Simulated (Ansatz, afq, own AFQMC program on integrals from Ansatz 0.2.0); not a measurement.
# BH₄O (doublet): quantum Monte Carlo beside coupled cluster at distance B1–H4 along a hydrogen transfer = 1.437 Å, cc-pVTZ

Aim: compute BH₄O (doublet) with auxiliary-field quantum Monte Carlo on the same integrals as coupled cluster, and set the energies side by side.

Computed with Ansatz 0.2.0, Gaussian basis, and an in-house AFQMC program (afq) on its integrals; all values are calculated. Level: cc-pVTZ, frozen cores.

The runs, in order: PBE (unrestricted); r2SCAN (unrestricted); PBE0 (unrestricted); B3LYP (unrestricted); CCSD(T) on UHF; wB97M-V (unrestricted); B2PLYP (unrestricted); CCSD(T) on UHF; CCSD(T) on UHF; Phaseless AFQMC, CISD trial on UHF.

### Step 1. The system

The geometry derives from fragments relaxed apart (PBE0/def2-TZVP) and kept rigid, so it is no stationary point. A hydrogen atom is moved between rigid fragments.

6 atoms, charge 0, spin multiplicity 2.

Atoms are counted from 1 here; the program's logs count them from 0.

Bond lengths: B1–H2 1.193 Å, B1–H3 1.193 Å, B1–H4 1.437 Å, H4–O5 1.088 Å, O5–H6 0.973 Å. Angles: H2–B1–H3 120.0°, H2–B1–H4 120.0°, H3–B1–H4 120.0°, B1–H4–O5 180.0°, H4–O5–H6 105.0°.

### Step 2. PBE (unrestricted)

The input, in.yaml:

```yaml
crystal:
  periodic: [false, false, false]
  atoms:
    - {symbol: B, position_ang: [-1.408554, 0.030718, 0.000000]}
    - {symbol: H, position_ang: [-2.005287, 1.064290, 0.000000]}
    - {symbol: H, position_ang: [-2.005288, -1.002853, 0.000000]}
    - {symbol: H, position_ang: [0.028446, 0.030718, 0.000000]}
    - {symbol: O, position_ang: [1.116446, 0.030718, 0.000000]}
    - {symbol: H, position_ang: [1.368305, -0.909232, 0.000000]}
basis:
  gaussian: {orbitals: cc-pVTZ}
magnetization: {spin_polarized: true, initial_magnetization: 1}
hamiltonian: {xc: {name: PBE}}
output: {orbitals: {seedname: orbitals}}
```

Command:

```console
$ ansatz run in.yaml --threads 1 --pin off --events-out ev --progress --plain --max-ram 5632MiB --backend cpu
```

Standard output:

```text
Functional definition: PBE
  name "PBE"
  cite "Perdew, Burke & Ernzerhof, Phys. Rev. Lett. 77, 3865 (1996) doi:10.1103/PhysRevLett.77.3865"
  parent pbe
  parameter kappa = 0.804
  parameter beta = 0.06672455060314922
  exchange = pbe_x(kappa = kappa, mu = beta*pi^2/3)
  correlation = pbe_c(beta = beta)
619 factors; their error is unknown
mean field evaluation 1: about -2777.1140 eV, gradient 3.9e1 eV
mean field evaluation 2: about -2698.5037 eV, gradient 1.1e2 eV
mean field evaluation 4: about -2782.2202 eV, gradient 6.2e0 eV
mean field evaluation 8: about -2782.4212 eV, gradient 1.1e-1 eV
mean field evaluation 16: about -2782.4032 eV, gradient 6.1e-5 eV
mean field evaluation 32: about -2779.9066 eV, gradient 1.2e1 eV
mean field -2782.40315555 eV, -102.2514299859 hartree, gradient 1.7e-5 eV, S^2 0.752855; 3 other end points of the search recorded, 0 dependent functions left out
reference -2782.40318955 eV, -102.2514312354 hartree; 9, 8 occupied and 107, 108 virtual orbitals, 619 factors
Total energy: -2782.40318955 eV, -102.2514312354 hartree
```

Wall time 2.8 s (1 thread of AMD EPYC 7R13 (Zen 3), shared host); peak memory 2.1 GiB.

From the report: ⟨S²⟩ of the determinant 0.753 (pure doublet: 0.75).

### Step 3. r2SCAN (unrestricted)

in.yaml, as its differences from that of step 2:

```diff
@@ -12,3 +12,2 @@
 magnetization: {spin_polarized: true, initial_magnetization: 1}
-hamiltonian: {xc: {name: PBE}}
-output: {orbitals: {seedname: orbitals}}
+hamiltonian: {xc: {name: r2SCAN}}
```

The command is unchanged.

Standard output:

```text
Functional definition: r2SCAN
  name "r2SCAN"
  cite "Furness, Kaplan, Ning, Perdew & Sun, J. Phys. Chem. Lett. 11, 8208 (2020) doi:10.1021/acs.jpclett.0c02405"
  cite "Furness, Kaplan, Ning, Perdew & Sun, J. Phys. Chem. Lett. 11, 9248 (2020) doi:10.1021/acs.jpclett.0c03077"
  parent r2scan
  parameter k0 = 0.174
  parameter k1 = 0.065
  parameter a1 = 4.9479
  exchange = r2scan_x(k0 = k0, k1 = k1, a1 = a1)
  correlation = r2scan_c
619 factors; their error is unknown
mean field evaluation 1: about -2779.9376 eV, gradient 3.7e1 eV
mean field evaluation 2: about -2713.7581 eV, gradient 1.0e2 eV
mean field evaluation 4: about -2784.2973 eV, gradient 4.6e0 eV
mean field evaluation 8: about -2784.4145 eV, gradient 1.2e-1 eV
mean field evaluation 16: about -2784.3958 eV, gradient 1.1e-4 eV
mean field -2784.39578834 eV, -102.3246578902 hartree, gradient 3.5e-5 eV, S^2 0.756225; 0 other end points of the search recorded, 0 dependent functions left out
reference -2784.39580043 eV, -102.3246583346 hartree; 9, 8 occupied and 107, 108 virtual orbitals, 619 factors
Total energy: -2784.39580043 eV, -102.3246583346 hartree
```

It took 2.6 s on 1 thread of AMD EPYC 7R13 (Zen 3), shared host; peak memory 2.1 GiB.

From the report: ⟨S²⟩ of the determinant 0.756 (pure doublet: 0.75).

### Step 4. PBE0 (unrestricted)

in.yaml, as its differences from that of step 3:

```diff
@@ -12,2 +12,3 @@
 magnetization: {spin_polarized: true, initial_magnetization: 1}
-hamiltonian: {xc: {name: r2SCAN}}
+hamiltonian: {xc: {name: PBE0}}
+output: {orbitals: {seedname: orbitals}}
```

Launched as before.

Standard output:

```text
Functional definition: PBE0
  name "PBE0"
  cite "Adamo & Barone, J. Chem. Phys. 110, 6158 (1999) doi:10.1063/1.478522"
  cite "Perdew, Burke & Ernzerhof, Phys. Rev. Lett. 77, 3865 (1996) doi:10.1103/PhysRevLett.77.3865"
  parent pbe
  parameter a = 0.25
  parameter kappa = 0.804
  parameter beta = 0.06672455060314922
  exchange = (1 - a)*pbe_x(kappa = kappa, mu = beta*pi^2/3) + a*exact_x
  correlation = pbe_c(beta = beta)
619 factors; their error is unknown
mean field evaluation 1: about -2778.7465 eV, gradient 3.4e1 eV
mean field evaluation 2: about -2749.5654 eV, gradient 8.5e1 eV
mean field evaluation 4: about -2782.5335 eV, gradient 2.3e0 eV
mean field evaluation 8: about -2782.5684 eV, gradient 5.1e-2 eV
mean field evaluation 16: about -2782.5604 eV, gradient 3.5e-5 eV
mean field -2782.56043185 eV, -102.2572097833 hartree, gradient 3.5e-5 eV, S^2 0.755127; 0 other end points of the search recorded, 0 dependent functions left out
reference -2782.56045774 eV, -102.2572107346 hartree; 9, 8 occupied and 107, 108 virtual orbitals, 619 factors
Total energy: -2782.56045774 eV, -102.2572107346 hartree
```

Run time: 1.5 s. Hardware: 1 thread of AMD EPYC 7R13 (Zen 3), shared host; peak memory 2.1 GiB.

From the report: ⟨S²⟩ of the determinant 0.755 (pure doublet: 0.75).

### Step 5. B3LYP (unrestricted)

in.yaml, as its differences from that of step 4:

```diff
@@ -12,3 +12,2 @@
 magnetization: {spin_polarized: true, initial_magnetization: 1}
-hamiltonian: {xc: {name: PBE0}}
-output: {orbitals: {seedname: orbitals}}
+hamiltonian: {xc: {name: B3LYP}}
```

Launched as before.

Standard output, cut to the lines that bear on the results:

```text
Functional definition: B3LYP
  name "B3LYP"
  cite "Stephens, Devlin, Chabalowski & Frisch, J. Phys. Chem. 98, 11623 (1994) doi:10.1021/j100096a001"
  cite "Becke, Phys. Rev. A 38, 3098 (1988) doi:10.1103/PhysRevA.38.3098"
  cite "Lee, Yang & Parr, Phys. Rev. B 37, 785 (1988) doi:10.1103/PhysRevB.37.785"
  cite "Vosko, Wilk & Nusair, Can. J. Phys. 58, 1200 (1980) doi:10.1139/p80-159"
[...]
619 factors; their error is unknown
[...]
mean field -2786.30709311 eV, -102.3948970448 hartree, gradient 7.3e-6 eV, S^2 0.754138; 0 other end points of the search recorded, 0 dependent functions left out
reference -2786.30730006 eV, -102.3949046504 hartree; 9, 8 occupied and 107, 108 virtual orbitals, 619 factors
Total energy: -2786.30730006 eV, -102.3949046504 hartree
```

Wall time 1.4 s (1 thread of AMD EPYC 7R13 (Zen 3), shared host); peak memory 2.1 GiB.

From the report: ⟨S²⟩ of the determinant 0.754 (pure doublet: 0.75).

### Step 6. CCSD(T) on UHF

in.yaml, as its differences from that of step 5:

```diff
@@ -12,2 +12,2 @@
 magnetization: {spin_polarized: true, initial_magnetization: 1}
-hamiltonian: {xc: {name: B3LYP}}
+correlation: {method: ccsd_t, electrons: outside_noble_gas, hamiltonian_folder: ham}
```

Command:

```console
$ ansatz run in.yaml --threads 1 --pin off --events-out ev --progress --plain --max-ram 16896MiB --backend cuda --devices 0, --max-vram 18GiB
```

Standard output, cut to the lines that bear on the results:

```text
Functional definition: HF
  name "HF"
  cite "Fock, Z. Phys. 61, 126 (1930) doi:10.1007/BF01340294"
  parent pbe
[...]
665 factors; integrals over basis functions are off by at most 1.4e-3 eV
[...]
mean field -2769.60229380 eV, -101.7810069932 hartree, gradient 5.0e-6 eV, S^2 0.771454; 7 other end points of the search recorded, 0 dependent functions left out
determinant -2769.60229380 eV, -101.7810069932 hartree, with singles and doubles -2780.15724805 eV, -102.1688944077 hartree
determinant -2767.49123489 eV, -101.7034270092 hartree, with singles and doubles -2778.30809061 eV, -102.1009391251 hartree
determinant -2766.71694678 eV, -101.6749724461 hartree, with singles and doubles -2776.76404578 eV, -102.0441965243 hartree
determinant -2764.69161447 eV, -101.6005428565 hartree, with singles and doubles -2774.41538169 eV, -101.9578847110 hartree
2 core orbitals not correlated: weight in the atoms' cores, before any rotation towards them, 1.000 or more for the frozen orbitals, at most 0.000 for the correlated occupied ones
reference -2769.60229380 eV, -101.7810069932 hartree; 7, 6 occupied and 107, 108 virtual orbitals, 665 factors
second order -9.76511120 eV of doubles, -0.00000000 eV of singles
cycle   1  -10.41132600 eV  change   -9.3e-1 eV  update   2.1e-2
[...]
cycle   9  -10.43552940 eV  change    3.3e-6 eV  update   1.4e-5
perturbative correction -0.32795771 eV, -0.0120522236 hartree
Total energy: -2780.36578091 eV, -102.1765578487 hartree
```

Run time: 10 s. Hardware: 1 × NVIDIA H100 80GB HBM3 with 1 thread of AMD EPYC 7R13 (Zen 3), shared host; peak host memory 2.1 GiB.

From the report: ⟨S²⟩ of the determinant 0.771 (pure doublet: 0.75); correlation -10.7635 eV; T1 0.015; largest double amplitude 0.04.

This run also writes the integrals to the folder ham.

### Step 7. wB97M-V (unrestricted)

in.yaml, as its differences from that of step 6:

```diff
@@ -12,2 +12,3 @@
 magnetization: {spin_polarized: true, initial_magnetization: 1}
-correlation: {method: ccsd_t, electrons: outside_noble_gas, hamiltonian_folder: ham}
+hamiltonian: {xc: {name: wB97M-V}}
+output: {orbitals: {seedname: orbitals}}
```

Command:

```console
$ ansatz run in.yaml --threads 1 --pin off --events-out ev --progress --plain --max-ram 5632MiB --backend cpu
```

Standard output, cut to the lines that bear on the results:

```text
Functional definition: wB97M-V
  name "wB97M-V"
  cite "Mardirossian & Head-Gordon, J. Chem. Phys. 144, 214110 (2016) doi:10.1063/1.4952647"
  cite "Becke, J. Chem. Phys. 107, 8554 (1997) doi:10.1063/1.475007"
  cite "Vydrov & Van Voorhis, J. Chem. Phys. 133, 244103 (2010) doi:10.1063/1.3521275"
  # Of w^i u^j: cxij and so on, Table III.
[...]
  gx(w, u) = 1 - cx + cx01*u + cx10*w
  gss(w, u) = css00 + css04*u^4 + css10*w + css20*w^2 + css43*w^4*u^3
  gos(w, u) = cos00 + cos10*w + (cos20 + cos21*u)*w^2 + (cos60 + cos61*u)*w^6
[...]
      + integral(e_c_pw_mod_opposite_spin*gos(b97_w_opposite, b97_u_opposite)) + vv10(b, c)
619 factors; their error is unknown
150 factors; integrals over basis functions are off by at most 1.6e-5 eV
[...]
mean field -2784.33496805 eV, -102.3224227857 hartree, gradient 4.6e-5 eV, S^2 0.753557; 0 other end points of the search recorded, 0 dependent functions left out
reference -2784.33500880 eV, -102.3224242832 hartree; 9, 8 occupied and 107, 108 virtual orbitals, 619 factors
Total energy: -2784.33500880 eV, -102.3224242832 hartree
```

Wall time 4.5 s (1 thread of AMD EPYC 7R13 (Zen 3), shared host); peak memory 2.1 GiB.

From the report: ⟨S²⟩ of the determinant 0.754 (pure doublet: 0.75).

### Step 8. B2PLYP (unrestricted)

in.yaml, as its differences from that of step 7:

```diff
@@ -12,3 +12,3 @@
 magnetization: {spin_polarized: true, initial_magnetization: 1}
-hamiltonian: {xc: {name: wB97M-V}}
-output: {orbitals: {seedname: orbitals}}
+hamiltonian: {xc: {name: B2PLYP}}
+correlation: {electrons: outside_noble_gas}
```

The command is unchanged.

Standard output, cut to the lines that bear on the results:

```text
Functional definition: B2PLYP
  name "B2PLYP"
  cite "Grimme, J. Chem. Phys. 124, 034108 (2006) doi:10.1063/1.2148954"
  cite "Becke, Phys. Rev. A 38, 3098 (1988) doi:10.1103/PhysRevA.38.3098"
  cite "Lee, Yang & Parr, Phys. Rev. B 37, 785 (1988) doi:10.1103/PhysRevB.37.785"
[...]
665 factors; integrals over basis functions are off by at most 1.4e-3 eV
[...]
mean field -2780.51040003 eV, -102.1818725033 hartree, gradient 5.3e-6 eV, S^2 0.759634; 0 other end points of the search recorded, 0 dependent functions left out
2 core orbitals not correlated: weight in the atoms' cores, before any rotation towards them, 1.000 or more for the frozen orbitals, at most 0.000 for the correlated occupied ones
reference -2780.51053118 eV, -102.1818773232 hartree; 7, 6 occupied and 107, 108 virtual orbitals, 665 factors
second order -11.83449317 eV of doubles, -0.00000000 eV of singles
Total energy: -2783.70584434 eV, -102.2993029158 hartree
```

Run time: 2.2 s. Hardware: 1 thread of AMD EPYC 7R13 (Zen 3), shared host; peak memory 2.1 GiB.

From the report: ⟨S²⟩ of the determinant 0.760 (pure doublet: 0.75).

### Step 9. CCSD(T) on UHF

in.yaml, as its differences from that of step 8:

```diff
@@ -10,5 +10,4 @@
 basis:
-  gaussian: {orbitals: cc-pVTZ}
+  gaussian: {orbitals: def2-TZVPP}
 magnetization: {spin_polarized: true, initial_magnetization: 1}
-hamiltonian: {xc: {name: B2PLYP}}
-correlation: {electrons: outside_noble_gas}
+correlation: {method: ccsd_t, electrons: outside_noble_gas}
```

Command:

```console
$ ansatz run in.yaml --threads 1 --pin off --events-out ev --progress --plain --max-ram 16896MiB --backend cuda --devices 0, --max-vram 18GiB
```

Standard output, cut to the lines that bear on the results:

```text
Functional definition: HF
  name "HF"
  cite "Fock, Z. Phys. 61, 126 (1930) doi:10.1007/BF01340294"
  parent pbe
[...]
701 factors; integrals over basis functions are off by at most 1.1e-3 eV
[...]
mean field -2769.74735253 eV, -101.7863378031 hartree, gradient 2.2e-6 eV, S^2 0.771364; 7 other end points of the search recorded, 0 dependent functions left out
determinant -2769.74735253 eV, -101.7863378031 hartree, with singles and doubles -2780.28500377 eV, -102.1735893437 hartree
determinant -2767.61618958 eV, -101.7080190095 hartree, with singles and doubles -2778.41231539 eV, -102.1047693152 hartree
determinant -2766.83513231 eV, -101.6793156842 hartree, with singles and doubles -2776.84772704 eV, -102.0472717538 hartree
determinant -2764.81867430 eV, -101.6052122190 hartree, with singles and doubles -2774.50320843 eV, -101.9611122839 hartree
2 core orbitals not correlated: weight in the atoms' cores, before any rotation towards them, 1.000 or more for the frozen orbitals, at most 0.000 for the correlated occupied ones
reference -2769.74735253 eV, -101.7863378031 hartree; 7, 6 occupied and 109, 110 virtual orbitals, 701 factors
second order -9.74443111 eV of doubles, -0.00000000 eV of singles
cycle   1  -10.39804093 eV  change   -8.8e-1 eV  update   2.0e-2
[...]
cycle   9  -10.41831788 eV  change    3.8e-6 eV  update   1.4e-5
perturbative correction -0.32609078 eV, -0.0119836150 hartree
Total energy: -2780.49176119 eV, -102.1811875386 hartree
```

Wall time 9.5 s (1 × NVIDIA H100 80GB HBM3 with 1 thread of AMD EPYC 7R13 (Zen 3), shared host); peak host memory 2.1 GiB.

From the report: ⟨S²⟩ of the determinant 0.771 (pure doublet: 0.75); correlation -10.7444 eV; T1 0.016; largest double amplitude 0.03.

### Step 10. CCSD(T) on UHF

in.yaml, as its differences from that of step 9:

```diff
@@ -10,3 +10,3 @@
 basis:
-  gaussian: {orbitals: def2-TZVPP}
+  gaussian: {orbitals: "def2-QZVPP.json"}
 magnetization: {spin_polarized: true, initial_magnetization: 1}
```

Same command.

Standard output, cut to the lines that bear on the results:

```text
Functional definition: HF
  name "HF"
  cite "Fock, Z. Phys. 61, 126 (1930) doi:10.1007/BF01340294"
  parent pbe
[...]
1414 factors; integrals over basis functions are off by at most 1.2e-3 eV
[...]
mean field -2769.89775294 eV, -101.7918649165 hartree, gradient 1.7e-6 eV, S^2 0.771478; 5 other end points of the search recorded, 0 dependent functions left out
determinant -2769.89775294 eV, -101.7918649165 hartree, with singles and doubles -2781.17171530 eV, -102.2061753912 hartree
determinant -2767.75239814 eV, -101.7130245817 hartree, with singles and doubles -2779.26853013 eV, -102.1362346265 hartree
determinant -2766.97279683 eV, -101.6843747621 hartree, with singles and doubles -2777.68678420 eV, -102.0781065356 hartree
determinant -2764.96455971 eV, -101.6105734091 hartree, with singles and doubles -2775.32685313 eV, -101.9913806683 hartree
2 core orbitals not correlated: weight in the atoms' cores, before any rotation towards them, 1.000 or more for the frozen orbitals, at most 0.000 for the correlated occupied ones
reference -2769.89775294 eV, -101.7918649165 hartree; 7, 6 occupied and 225, 226 virtual orbitals, 1414 factors
second order -10.48408686 eV of doubles, -0.00000000 eV of singles
cycle   1  -11.00145456 eV  change    -1.0e0 eV  update   2.3e-2
[...]
cycle   9  -11.03394181 eV  change    1.6e-6 eV  update   1.5e-5
perturbative correction -0.37714979 eV, -0.0138599992 hartree
Total energy: -2781.30884454 eV, -102.2112147980 hartree
```

It took 15 s on 1 × NVIDIA H100 80GB HBM3 with 1 thread of AMD EPYC 7R13 (Zen 3), shared host; peak host memory 2.1 GiB.

From the report: ⟨S²⟩ of the determinant 0.771 (pure doublet: 0.75); correlation -11.4111 eV; T1 0.016; largest double amplitude 0.02.

### Step 11. Phaseless AFQMC, CISD trial on UHF

It reads the integrals that the CCSD(T) run on this determinant wrote.

Command:

```console
$ afq ham --method phaseless --trial cisd --walkers 600 --populations 10 --least-time 60 --time-step 0.005 --steps-per-block 50 --equilibration-blocks 28 --max-blocks 4000 --target-error 0.00021 --factor-cut 1e-05 --start spin_pure --seed 3478 --release-times 0.24,0.51,0.99,1.62,2.4 --release-step 0.03 --release-every 3 --taylor-order 6
```

Standard output:

```text
orbitals 114  electrons 7 6  factors 665 of 665
reference energy -101.78100699 Eh
CCSD correlation -0.38349843 Eh in 13 cycles, weight of the determinant in the CISD state 0.8836
energy of the start -102.163163 Eh
 block  time / (1/Eh)  mean weight  energy / Eh
     1     0.250  1.0004  -102.161177
     2     0.500  0.9992  -102.168537
     3     0.750  1.0000  -102.171537
     4     1.000  1.0009  -102.176527
     5     1.250  0.9997  -102.176031
     6     1.500  0.9985  -102.177025
     7     1.750  1.0004  -102.175656
     8     2.000  1.0010  -102.175056
     9     2.250  1.0009  -102.178063
    10     2.500  0.9997  -102.176971
    13     3.250  1.0017  -102.178161
    17     4.250  1.0008  -102.178732
    21     5.250  0.9995  -102.175210
    25     6.250  0.9991  -102.178942
    29     7.250  1.0002  -102.175943
    33     8.250  1.0001  -102.175761
    37     9.250  1.0000  -102.174576
    41    10.250  1.0005  -102.177678
    45    11.250  1.0002  -102.178391
    49    12.250  0.9996  -102.173216
    53    13.250  0.9993  -102.176367
    57    14.250  1.0003  -102.174478
    61    15.250  1.0009  -102.175572
    65    16.250  0.9988  -102.177768
    69    17.250  1.0016  -102.174977
    73    18.250  0.9993  -102.176950
    77    19.250  1.0002  -102.178563
    81    20.250  0.9995  -102.181752
    85    21.250  1.0005  -102.177177
    89    22.250  1.0004  -102.178310
    93    23.250  0.9993  -102.173829
    97    24.250  1.0002  -102.175972
   101    25.250  0.9996  -102.174270
   105    26.250  0.9994  -102.179031
   109    27.250  0.9997  -102.179686
   113    28.250  1.0006  -102.177551
   117    29.250  0.9989  -102.176165
   121    30.250  1.0003  -102.179492
   125    31.250  1.0000  -102.175709
   129    32.250  0.9996  -102.177452
   133    33.250  1.0018  -102.174792
   137    34.250  0.9988  -102.179351
   141    35.250  1.0003  -102.176510
   145    36.250  1.0000  -102.175728
   149    37.250  1.0001  -102.180515
   153    38.250  1.0003  -102.180398
   157    39.250  1.0004  -102.181687
   161    40.250  1.0015  -102.176082
   165    41.250  1.0000  -102.174999
   169    42.250  1.0005  -102.176036
   173    43.250  1.0016  -102.176353
   177    44.250  1.0003  -102.178772
   181    45.250  1.0006  -102.175795
   185    46.250  1.0009  -102.177365
   189    47.250  1.0000  -102.174809
   193    48.250  0.9991  -102.176205
   197    49.250  0.9984  -102.177406
error from the spread of 10 populations
released: time / (1/Eh)  energy / Eh  error  mean overlap
  0.24  -102.177754  0.000186  0.9904
  0.51  -102.177663  0.000138  0.9870
  0.99  -102.177568  0.000313  0.9807
  1.62  -102.178409  0.000305  0.9551
  2.40  -102.178234  0.000643  0.9261
energy -102.177463 +/- 0.000193 Eh
```

It took 2.9 min on 1 × NVIDIA H100 80GB HBM3 with 2 threads of AMD EPYC 7R13 (Zen 3), shared host; peak host memory 2.1 GiB.

Energy -2780.3904 ± 0.0053 eV. Caveats: constraint bias not in the error.

### Step 12. All levels side by side

On the UHF determinant, counted from CCSD(T) (a yardstick, not exact):

```
                                               level  energy (eV)  from CCSD(T) (kcal/mol)  statistical error (kcal/mol)     time
                                                  HF   -2769.6023                  +248.21                                       
                                                 MP2   -2779.3674                   +23.02                                       
                                                CCSD   -2780.0378                    +7.56                                       
                                             CCSD(T)   -2780.3658                     0.00                                       
Phaseless AFQMC, CISD trial, step 0.005, 600 walkers   -2780.3904                    -0.57                          0.12  2.9 min
```

The functionals' totals stand on their own zeros and serve differences with other points: PBE -2782.403 eV; r2SCAN -2784.396 eV; PBE0 -2782.560 eV; B3LYP -2786.307 eV; wB97M-V -2784.335 eV; B2PLYP -2783.706 eV.

### Step 13. Results

| quantity | value |
| --- | --- |
| Phaseless AFQMC, CISD trial on UHF from CCSD(T) | -0.57 ± 0.12 kcal/mol |

In words: On UHF the phaseless walk with the CISD trial lies -0.57 kcal/mol from CCSD(T), 5 times its error bar. Error bars are statistical and leave out the constraint, the time step and what remains of the start.
